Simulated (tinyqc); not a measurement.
Worked calculation: Hueckel theory of the pi electrons, for the molecule ClC1=CC=C1 (SMILES; centres numbered as the heavy atoms are written). One step of it, computed by the program tinyqc.

Task: Orbitals. Diagonalise; E = alpha + x beta with beta < 0, so the largest x are filled first; degenerate levels share their electrons. P = sum n_i c_ri c_si; each orbital has its largest coefficient positive (the first on a tie).

Hueckel matrix in units of beta (H = alpha + beta A), order 1Cl, 2C, 3C, 4C, 5C:
$$\begin{pmatrix}
2.000000 & 0.400000 & 0.000000 & 0.000000 & 0.000000 \\
0.400000 & 0.000000 & 1.000000 & 0.000000 & 1.000000 \\
0.000000 & 1.000000 & 0.000000 & 1.000000 & 0.000000 \\
0.000000 & 0.000000 & 1.000000 & 0.000000 & 1.000000 \\
0.000000 & 1.000000 & 0.000000 & 1.000000 & 0.000000
\end{pmatrix}$$

pi electrons, sum of z_r less the charge = 6

Give: x values; occupations; coefficients; charge and bond-order matrix P.

Result:

x values: [2.2240, 1.8253, 0.0000, -0.0392, -2.0101]

occupations: [2.0000, 2.0000, 2.0000, 0.0000, 0.0000]

coefficients, order 1Cl, 2C, 3C, 4C, 5C:
$$\begin{pmatrix}
0.7422 & 0.6541 & 0.0000 & 0.1373 & -0.0504 \\
0.4156 & -0.2857 & 0.0000 & -0.7000 & 0.5056 \\
0.3137 & -0.3915 & 0.7071 & -0.0137 & -0.4981 \\
0.2821 & -0.4290 & 0.0000 & 0.7005 & 0.4956 \\
0.3137 & -0.3915 & -0.7071 & -0.0137 & -0.4981
\end{pmatrix}$$

charge and bond-order matrix P, order 1Cl, 2C, 3C, 4C, 5C:
$$\begin{pmatrix}
1.9572 & 0.2432 & -0.0465 & -0.1424 & -0.0465 \\
0.2432 & 0.5087 & 0.4845 & 0.4796 & 0.4845 \\
-0.0465 & 0.4845 & 1.5034 & 0.5129 & -0.4966 \\
-0.1424 & 0.4796 & 0.5129 & 0.5273 & 0.5129 \\
-0.0465 & 0.4845 & -0.4966 & 0.5129 & 1.5034
\end{pmatrix}$$
